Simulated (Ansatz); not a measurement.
`O/C=C(/F)Cl`, charge 0, multiplicity 1.

Give a relaxed structure at PBE0-D4/def2-TZVP (Ansatz 0.2.0). (Best estimate.)

The calculation gave: 
```xyz
7

O     0.890   -0.806   -1.002
C     0.566    0.261   -0.249
C    -0.506    0.368    0.523
F    -0.761    1.455    1.241
Cl   -1.675   -0.871    0.688
H     0.215   -1.487   -0.891
H     1.271    1.080   -0.311
```
Point group Cs.
